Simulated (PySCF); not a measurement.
## Potential energy of NaB along the bond

Set-up: Na cc-pVDZ, B cc-pVDZ; no relativity (PySCF 2.14). Energies in eV from Na + B in their ground configurations at the same level. State: ³Π (triplet), unpaired electrons σ ↑, π ↑.

All columns are PBE0. A positive dipole means Na(−)B(+).

```csv
R (Å),E (eV),μ (D),Mulliken charge on Na (basis-dependent),HOMO (eV),LUMO (eV),Mayer bond order,⟨S²⟩
2.154,-0.649,-5.31,0.46,-3.98,-1.61,0.88,2.00
2.255,-0.795,-5.47,0.43,-3.91,-1.55,0.90,2.00
2.355,-0.874,-5.59,0.39,-3.85,-1.50,0.93,2.00
2.430,-0.902,-5.66,0.36,-3.82,-1.51,0.94,2.00
2.505,-0.910,-5.71,0.34,-3.80,-1.55,0.94,2.01
2.580,-0.902,-5.73,0.32,-3.79,-1.59,0.93,2.01
2.680,-0.873,-5.74,0.30,-3.78,-1.64,0.91,2.01
2.806,-0.819,-5.71,0.29,-3.78,-1.70,0.87,2.01
2.956,-0.739,-5.61,0.27,-3.81,-1.76,0.81,2.01
3.156,-0.624,-5.38,0.26,-3.88,-1.83,0.72,2.01
```

A fit through these points gives, at Re = 2.501 Å, μ = -5.70 D and dμ/dR = -0.521 D/Å; the reduced mass is 7.444 u.

Q: How strong is the fundamental in the double-harmonic approximation, I = 42.26·(dμ/dR)²/μred km/mol?

A: I = 42.26·(-0.521)²/7.444 = 1.54 km/mol at PBE0.

The state was picked by a PBE0 search and need not be the measured ground state.
